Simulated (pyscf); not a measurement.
Optimised with ωB97X-D3(BJ)/def2-SVP in PySCF.

For the elementary gas-phase step NH₂• + H• -> H₂ + NH [triplet] (triplet surface; H–N broken, H–H formed), what barrier and reaction energy does B3LYP-D3(BJ)/def2-TZVP give, measured from the separated reactants?

ΔE‡ = 3.9 kJ/mol, ΔE = -46.0 kJ/mol. ωB97M-D3(BJ)/def2-TZVP gives 23.1 kJ/mol and -42.3 kJ/mol. Zero-point energy shifts the barrier by -3.9 kJ/mol. It is a hydrogen abstraction, with an imaginary mode of 1408i cm⁻¹. NH₂• + H• also meet on a surface of lower spin, which isn't treated here. This is the saddle that the search found; another between the same sides may lie lower. The angle at the transferred H is 163°.
